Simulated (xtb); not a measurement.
BF₃, SMILES FB(F)F. All values are semi-empirical tight-binding results from xtb (GFN2-xTB unless named), good for trends rather than for accurate numbers. Geometry: GFN2-xTB. The isomer is the one that the SMILES or the coordinates give; other isomers of the formula were not compared.

Optimised geometry:

Bond lengths (Å): B1–F2 1.300, B1–F3 1.300, B1–F4 1.300. Angles (°): F2–B1–F3 120.0, F2–B1–F4 120.0, F3–B1–F4 120.0.

Computed properties:
- point group as xtb finds it = D3h
- orbital gap = 8.30 eV
- dipole moment = 0.00 D
- zero-point energy = 7.2 kcal/mol
- G − E(el) at 298.15 K (modified RRHO) = -8.3 kcal/mol
- static polarisability (D4 model) = 22.2 bohr³
- solvation energy, GFN2-xTB/ALPB(water) = 0.7 kcal/mol
- solvation energy, GFN2-xTB/ALPB(acetonitrile) = 0.4 kcal/mol

Computed IR lines (harmonic; lines under 4 % of the strongest left out, lines within 3 cm⁻¹ merged):
ν (cm⁻¹): 404 (w), 520 (m), 1407 (vs) (against the strongest line: vs over 80 %, s over 45 %, m over 15 %, w over 4 %, vw less)

Q: Give the atomic charges and the Wiberg bond orders between heavy atoms. (An estimate is asked for; the answer gives what the named calculation found.)

A: charges (e) B1 0.67, F2 -0.22, F3 -0.22, F4 -0.22. Bond orders B1–F2 1.09, B1–F3 1.09, B1–F4 1.09.
